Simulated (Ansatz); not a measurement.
in.yaml

```yaml
crystal:
  periodic: [false, false, false]
  atoms:
    - {symbol: As, position_ang: [0.000000, 0.000000, 0.000000]}
    - {symbol: H, position_ang: [0.000000, 0.000000, 1.223000]}
basis:
  gaussian: {orbitals: aug-cc-pVDZ}
magnetization: {spin_polarized: false, initial_magnetization: 2}
correlation: {method: fic_mrcisd_q, electrons: outside_noble_gas, active_space: {window: {electrons: 6, orbitals: 5}, shells: [{species: As, l: s, shell: 4}, {species: As, l: p, shell: 4}, {species: H, l: s, shell: 1}]}}
```

```sh
$ ansatz run in.yaml --threads 1 --pin off --events-out ev --progress --plain --max-ram 2393MiB
```

Output:

```
759 factors; integrals over basis functions are off by at most 1.3e-7 eV
mean field evaluation 1: about -60808.4436 eV, gradient 6.4e0 eV
mean field evaluation 2: about -60808.4442 eV, gradient 6.3e0 eV
mean field evaluation 4: about -60808.7405 eV, gradient 6.4e-1 eV
mean field evaluation 8: about -60808.7419 eV, gradient 1.3e-4 eV
mean field -60808.74192054 eV, -2234.6800479341 hartree, gradient 4.4e-7 eV, S^2 2.000000; 0 other end points of the search recorded, 0 dependent functions left out
reference -60808.74192054 eV, -2234.6800479341 hartree; 18, 16 occupied and 27, 29 virtual orbitals, 759 factors
state -60809.17992123 eV, -2234.6961441628 hartree
contracted CI cycle   1: correlation 0.00000000 eV, 0.0000000000 hartree, residual 1.10e1 eV
contracted CI cycle   2: correlation -2.20403878 eV, -0.0809969313 hartree, residual 2.01e0 eV
contracted CI cycle   3: correlation -2.27443494 eV, -0.0835839425 hartree, residual 4.04e-1 eV
contracted CI cycle   4: correlation -2.27744911 eV, -0.0836947109 hartree, residual 9.66e-2 eV
contracted CI cycle   5: correlation -2.27763076 eV, -0.0837013865 hartree, residual 2.22e-2 eV
contracted CI cycle   6: correlation -2.27763974 eV, -0.0837017166 hartree, residual 4.76e-3 eV
contracted CI cycle   7: correlation -2.27764016 eV, -0.0837017321 hartree, residual 1.08e-3 eV
contracted CI cycle   8: correlation -2.27764018 eV, -0.0837017329 hartree, residual 2.70e-4 eV
state -60809.17992123 eV, -2234.6961441628 hartree; corrected -60811.57528812 eV, -2234.7841722722 hartree
Total energy: -60811.57528812 eV, -2234.7841722722 hartree
Checks for a lower state left out: starts, orbital_swaps
```

Natural occupations: 1.9925 1.9860 1.0000 1.0000 0.0215.

For the same geometry and basis full CI lies 19.5 meV higher.

Ran on 1 thread of Intel Xeon 6975P-C, shared host: 0.99 s wall, 0.11 GiB peak host memory.
